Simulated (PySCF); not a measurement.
## Neon: a sound run and one with changed settings

Sound run: Ne [Ne], Ne⁺ [He] 2s2 2p5. Calculation: PySCF 2.14, in jorge-DZP-DKH (4s2p1d, 15 functions); the spin-free X2C one-electron Hamiltonian (Gaussian nucleus). The sound run starts from symmetry-adapted Hartree-Fock orbitals and uses a fine grid where one is needed.

Changed run: radial step 0.3 in ln r (0.13 in the sound run). This setting is unsound on purpose.

| species | method | sound run (hartree) | changed run (hartree) | converged |
| --- | --- | --- | --- | --- |
| Ne | UHF | -128.65992 | -128.65992 | yes |
| Ne | PBE0 | -128.98080 | -128.98067 | yes |
| Ne | B3LYP | -129.08676 | -129.08686 | yes |
| Ne⁺ | UHF | -127.93413 | -127.93413 | yes |
| Ne⁺ | PBE0 | -128.19453 | -128.19439 | yes |
| Ne⁺ | B3LYP | -128.29278 | -128.29279 | yes |

Ionisation energy of Ne:

```json
{"method": "UHF", "sound run (eV)": "19.750", "changed run (eV)": "19.750"}
{"method": "PBE0", "sound run (eV)": "21.395", "changed run (eV)": "21.396"}
{"method": "B3LYP", "sound run (eV)": "21.605", "changed run (eV)": "21.608"}
```

A coarse radial grid mis-integrates the density and the exchange-correlation energy, with errors of either sign; Hartree-Fock needs no grid.

For comparison, NIST gives 21.565 eV between the lowest levels.
